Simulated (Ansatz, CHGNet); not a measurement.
## 1T (CdI2-type) HfS₂: properties by level of theory

Reference values: lattice constant a 3.635 Å (measured, temperature not stated, not corrected to a static lattice; as tabulated in Björkman (2014), arXiv:1406.2436); lattice parameter c 5.83 Å (measured, temperature not stated, zero-point anharmonic expansion removed (computed with revB86b-DF2); no thermal correction; as tabulated in Björkman (2014), arXiv:1406.2436).

| level (code) | lattice constant a (Å) | lattice parameter c (Å) |
|---|---|---|
| CHGNet 0.3.0 | 3.654 | 6.524 |
| PBEsol (Ansatz) | 3.592 | 5.941 |
| PBE0 (Ansatz) | 3.649 | 6.598 |

Differences from the reference values (errors of the level alone only where the reference is corrected to a static lattice):

```tsv
level	lattice constant a (%)	lattice parameter c (%)
CHGNet 0.3.0	+0.52	+11.9
PBEsol	-1.18	+1.90
PBE0	+0.39	+13.2
```

Nearest: lattice constant a, not ranked (reference at room or unstated temperature); lattice parameter c, not ranked (reference at room or unstated temperature).

Machine-learned potentials (CHGNet 0.3.0) are trained on DFT data: a solid inside that data is no test of them.

Caveats: the cell comes from a level without a dispersion term, which matters for the spacing of layers, chains or molecules (PBEsol, PBE0). Ansatz's density-functional and Hartree–Fock values are scalar-relativistic unless marked +SOC, with PAW data made under PBE.

Differences are worked out from the printed values.

Computed values are for the static lattice.

Ansatz is a first-principles code.
